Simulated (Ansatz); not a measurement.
# triplet CHFO at 6 levels

Aim: a comparison of 6 runs (U-r2SCAN/STO-3G, U-wB97M-V/STO-3G, UB2PLYP/STO-3G, UPBE/STO-3G, UMP2/STO-3G, UCCSD/STO-3G) of triplet CHFO. 

The calculation is run with Ansatz 0.2.0.

62 further runs of the same task are left out: 2 that didn't finish, 60 set aside as unsound or not needed.

**1. The structure to begin with**

The species is CHFO (4 atoms), meant as a triplet with charge 0. SMILES of the parent species: `O=CF`. The shape is that of a PBE0-D4/def2-TZVP optimisation. That shape belongs to the parent species and isn't relaxed for this state.

Bond lengths: O1–C2 1.174 Å, C2–F3 1.336 Å, C2–H4 1.097 Å. Angles: O1–C2–F3 122.9°, O1–C2–H4 127.8°, F3–C2–H4 109.3°.

**2. The energy at U-r2SCAN/STO-3G (run 1)**

Input file input.yaml:

```yaml
crystal:
  periodic: [false, false, false]
  atoms:
    - {symbol: O, position_ang: [-0.889340, 0.201180, 0.827740]}
    - {symbol: C, position_ang: [-0.046400, 0.067520, 0.021620]}
    - {symbol: F, position_ang: [0.585200, -1.091810, -0.181820]}
    - {symbol: H, position_ang: [0.350540, 0.823120, -0.667550]}
basis:
  gaussian:
    orbitals: STO-3G
hamiltonian:
  xc: {name: r2SCAN}
magnetization:
  spin_polarized: true
  initial_magnetization: 2
accuracy: high
```

Started as:

```sh
ansatz run input.yaml --threads 1 --pin off --max-ram 3480MiB --events-out events.jsonl --progress --plain --runs-dir runs
```

Log:

```text
Warning: RAYON_NUM_THREADS=1 ignored (pool sized by the plan → 1); use --threads N
Functional definition: r2SCAN
  name "r2SCAN"
  parameter k0 = 0.174
  parameter k1 = 0.065
  parameter a1 = 4.9479
  exchange = r2scan_x(k0 = k0, k1 = k1, a1 = a1)
  correlation = r2scan_c
273 factors; integrals over basis functions are off by at most 4.8e-8 eV
mean field evaluation 1: about -5727.5843 eV, gradient 9.9e0 eV
mean field evaluation 2: about -5726.0413 eV, gradient 1.9e1 eV
mean field evaluation 4: about -5728.5597 eV, gradient 9.1e-1 eV
mean field evaluation 8: about -5728.5163 eV, gradient 1.1e-2 eV
mean field evaluation 16: about -5728.5163 eV, gradient 9.4e-7 eV
mean field evaluation 32: about -5728.5163 eV, gradient 1.4e-8 eV
mean field -5728.51632483 eV, -210.5190920098 hartree, gradient 1.9e-8 eV, S^2 2.002113; 5 other end points of the search recorded, 0 dependent functions left out
reference -5728.51632522 eV, -210.5190920240 hartree; 13, 11 occupied and 3, 5 virtual orbitals, 273 factors
Total energy: -5728.51632522 eV, -210.5190920240 hartree
```

It took 6.9 s on 1 thread of Intel Xeon Platinum 8259CL at 2.50GHz (Skylake/Cascade Lake), shared host; peak memory 0.21 GiB.

**3. A single-point energy at U-wB97M-V/STO-3G (run 2)**

Input file run.yaml:

```yaml
basis:
  gaussian:
    orbitals: STO-3G
crystal:
  periodic: [false, false, false]
  atoms:
    - {symbol: O, position_ang: [-0.889340, 0.201180, 0.827740]}
    - {symbol: C, position_ang: [-0.046400, 0.067520, 0.021620]}
    - {symbol: F, position_ang: [0.585200, -1.091810, -0.181820]}
    - {symbol: H, position_ang: [0.350540, 0.823120, -0.667550]}
magnetization:
  spin_polarized: true
  initial_magnetization: 2
hamiltonian:
  xc: {name: wB97M-V}
accuracy: high
```

Started as:

```sh
ansatz run run.yaml --threads 1 --pin off --max-ram 3480MiB --events-out events.jsonl --progress --plain --runs-dir runs
```

Log, cut to the lines that bear on the results:

```text
Warning: RAYON_NUM_THREADS=1 ignored (pool sized by the plan → 1); use --threads N
Functional definition: wB97M-V
  name "wB97M-V"
[...]
  gx(w, u) = 1 - cx + cx01*u + cx10*w
  gss(w, u) = css00 + css04*u^4 + css10*w + css20*w^2 + css43*w^4*u^3
  gos(w, u) = cos00 + cos10*w + (cos20 + cos21*u)*w^2 + (cos60 + cos61*u)*w^6
[...]
      + integral(e_c_pw_mod_opposite_spin*gos(b97_w_opposite, b97_u_opposite)) + vv10(b, c)
273 factors; integrals over basis functions are off by at most 4.8e-8 eV
119 factors; integrals over basis functions are off by at most 8.8e-10 eV
[...]
mean field -5730.31693682 eV, -210.5852632799 hartree, gradient 2.1e-8 eV, S^2 2.001246; 1 other end points of the search recorded, 0 dependent functions left out
reference -5730.31693817 eV, -210.5852633295 hartree; 13, 11 occupied and 3, 5 virtual orbitals, 273 factors
Total energy: -5730.31693817 eV, -210.5852633295 hartree
```

It took 20 s on 1 thread of Intel Xeon Platinum 8259CL at 2.50GHz (Skylake/Cascade Lake), shared host; peak memory 0.42 GiB.

Run 3 isn't shown in full; the table further down has it.

**4. A single-point energy at UPBE/STO-3G (run 4)**

run.yaml, as its differences from that of step 3:

```diff
@@ -1,4 +1 @@
-basis:
-  gaussian:
-    orbitals: STO-3G
 crystal:
@@ -10,2 +7,5 @@
     - {symbol: H, position_ang: [0.350540, 0.823120, -0.667550]}
+basis:
+  gaussian:
+    orbitals: STO-3G
 magnetization:
@@ -14,3 +14,3 @@
 hamiltonian:
-  xc: {name: wB97M-V}
+  xc: {name: PBE}
 accuracy: high
```

Started as:

```sh
ansatz run run.yaml --threads 1 --pin off --max-ram 3480MiB --events-out events.jsonl --progress --plain --runs-dir runs
```

Log:

```text
Warning: RAYON_NUM_THREADS=1 ignored (pool sized by the plan → 1); use --threads N
Functional definition: PBE
  name "PBE"
  parameter kappa = 0.804
  parameter beta = 0.06672455060314922
  exchange = pbe_x(kappa = kappa, mu = beta*pi^2/3)
  correlation = pbe_c(beta = beta)
273 factors; integrals over basis functions are off by at most 4.8e-8 eV
mean field evaluation 1: about -5715.0343 eV, gradient 3.1e1 eV
mean field evaluation 2: about -5646.5044 eV, gradient 1.1e2 eV
mean field evaluation 4: about -5723.3330 eV, gradient 1.1e1 eV
mean field evaluation 8: about -5724.1438 eV, gradient 1.2e-1 eV
mean field evaluation 16: about -5724.1439 eV, gradient 3.4e-6 eV
mean field evaluation 32: about -5724.1439 eV, gradient 1.9e-4 eV
mean field -5724.14392017 eV, -210.3584091023 hartree, gradient 3.1e-8 eV, S^2 2.000873; 7 other end points of the search recorded, 0 dependent functions left out
reference -5724.14392129 eV, -210.3584091433 hartree; 13, 11 occupied and 3, 5 virtual orbitals, 273 factors
Total energy: -5724.14392129 eV, -210.3584091433 hartree
```

It took 2.8 s on 1 thread of Intel Xeon Platinum 8259CL at 2.50GHz (Skylake/Cascade Lake), shared host; peak memory 0.13 GiB.

Run 5 isn't shown in full; the table further down has it.

**5. A single-point energy at UCCSD/STO-3G (run 6)**

Input file job.yaml:

```yaml
crystal:
  periodic: [false, false, false]
  atoms:
    - symbol: O
      position_ang: [-0.889340, 0.201180, 0.827740]
    - symbol: C
      position_ang: [-0.046400, 0.067520, 0.021620]
    - symbol: F
      position_ang: [0.585200, -1.091810, -0.181820]
    - symbol: H
      position_ang: [0.350540, 0.823120, -0.667550]
basis:
  gaussian: {orbitals: STO-3G}
magnetization: {spin_polarized: true, initial_magnetization: 2}
correlation: {method: ccsd, frozen_orbitals: {C: 1, F: 1, H: 0, O: 1}}
accuracy: high
scf: {omitted_lower_state_checks: [cluster_reference, increment]}
```

Started as:

```sh
ansatz run job.yaml --threads 1 --pin off --max-ram 3480MiB --events-out events.jsonl --progress --plain --runs-dir runs
```

Log, cut to the lines that bear on the results:

```text
Warning: RAYON_NUM_THREADS=1 ignored (pool sized by the plan → 1); use --threads N
Functional definition: HF
  name "HF"
[...]
273 factors; integrals over basis functions are off by at most 4.8e-8 eV
[...]
mean field -5706.15875352 eV, -209.6974664184 hartree, gradient 1.3e-8 eV, S^2 2.004671; 5 other end points of the search recorded, 0 dependent functions left out
3 core orbitals not correlated: weight in the atoms' cores, before any rotation towards them, 1.000 or more for the frozen orbitals, at most 0.000 for the correlated occupied ones
reference -5706.15875352 eV, -209.6974664184 hartree; 10, 8 occupied and 3, 5 virtual orbitals, 273 factors
second order -1.84923774 eV of doubles, -0.00000000 eV of singles
cycle   1  -2.24574895 eV  change   -4.0e-1 eV  update   5.9e-2
[...]
cycle  26  -2.53585572 eV  change   5.9e-10 eV  update   1.0e-9
Total energy: -5708.69460924 eV, -209.7906573974 hartree
Checks for a lower state left out: cluster_reference, increment
```

It took 0.4 s on 1 thread of Intel Xeon Platinum 8259CL at 2.50GHz (Skylake/Cascade Lake), shared host.

**6. All runs side by side**

```tsv
run	level	frozen core orbitals	energy (Eh)	⟨S²⟩	wall time
1	U-r2SCAN/STO-3G	–	-210.519092	2.002	6.9 s
2	U-wB97M-V/STO-3G	–	-210.585263	2.001	20 s
3	UB2PLYP/STO-3G	3	-210.317216	2.003	2.1 s
4	UPBE/STO-3G	–	-210.358409	2.001	2.8 s
5	UMP2/STO-3G	3	-209.765425	2.005	0.24 s
6	UCCSD/STO-3G	3	-209.790657	2.005	0.4 s
```

**7. Summary of results**

| quantity | value |
| --- | --- |
| run 6: total energy | -209.79066 Eh |
| run 6: correlation energy (3 core orbitals frozen) | -93.2 mEh |
| run 6: ⟨S²⟩ of the reference determinant | 2.005 |
| run 6: T1 diagnostic | 0.016 |

Totals of different functionals can't be ranked against each other. In runs 1, 2, 3, 4, 5, 6 the basis is minimal, so the values are rough. All runs together took 33 s, the longest 20 s.
